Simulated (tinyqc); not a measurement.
Inside a calculation. Method: extended Hueckel theory, for H3O+. The parameters take no account of the charge, which enters only through the electron count. One step of it, computed by the program tinyqc.

Question. Wolfsberg-Helmholz matrix. H_ij = K' S_ij (H_ii + H_jj)/2 for i != j (the diagonal keeps H_ii), with K' = K + D^2 + D^4 (1 - K), D = (H_ii - H_jj)/(H_ii + H_jj), K = 1.75.

overlap S, lower triangle:
```
           1O 2s     1O 2px     1O 2py     1O 2pz     2H 1s     3H 1s     4H 1s
1O 2s   1.000000
1O 2px  0.000000   1.000000
1O 2py  0.000000   0.000000   1.000000
1O 2pz  0.000000   0.000000   0.000000   1.000000
2H 1s   0.465445   0.374000   0.000000  -0.128966  1.000000
3H 1s   0.465045  -0.186984   0.323690  -0.128811  0.211432  1.000000
4H 1s   0.465045  -0.186984  -0.323690  -0.128811  0.211432  0.211356  1.000000
```

diagonal H_ii (eV): 1O 2s -32.300000, 1O 2px -14.800000, 1O 2py -14.800000, 1O 2pz -14.800000, 2H 1s -13.600000, 3H 1s -13.600000, 4H 1s -13.600000

K = 1.750000

Give: H.

Answer.

H (eV), lower triangle:
```
          1O 2s   1O 2px   1O 2py   1O 2pz    2H 1s    3H 1s    4H 1s
1O 2s   -32.300
1O 2px    0.000  -14.800
1O 2py    0.000    0.000  -14.800
1O 2pz    0.000    0.000    0.000  -14.800
2H 1s   -20.246   -9.303    0.000    3.208  -13.600
3H 1s   -20.228    4.651   -8.052    3.204   -5.032  -13.600
4H 1s   -20.228    4.651    8.052    3.204   -5.032   -5.030  -13.600
```
